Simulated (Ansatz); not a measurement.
**Iridium, fcc: convergence with Gaussian smearing**

Computed with Ansatz, r²SCAN, scalar-relativistic PAW, on the relaxed cell (a = 3.846 Å; spin not included). Errors count from a run at 500 eV on a Γ-centred 23×23×23 mesh with Fermi-Dirac smearing of 0.1 eV, extrapolated to zero width. Fixed here: cutoff 500 eV, mesh 14×14×14. The SCF starts from atomic densities corrected by a trained network.

| width (eV) | E(σ→0) error (meV/atom) | F error (meV/atom) | P (GPa) | SCF iterations |
| --- | --- | --- | --- | --- |
| 0.01 | 13.8 | 13.7 | -0.23 | 6 |
| 0.03 | 13.7 | 13.4 | -0.23 | 6 |
| 0.1 | 13.6 | 10.0 | -0.20 | 6 |
| 0.2 | 11.7 | 0.7 | -0.12 | 6 |
| 0.3 | 9.8 | -12.1 | 0.04 | 6 |
| 0.6 | 9.6 | -76.7 | 1.29 | 6 |
| 1.0 | 9.3 | -230.1 | 4.20 | 6 |
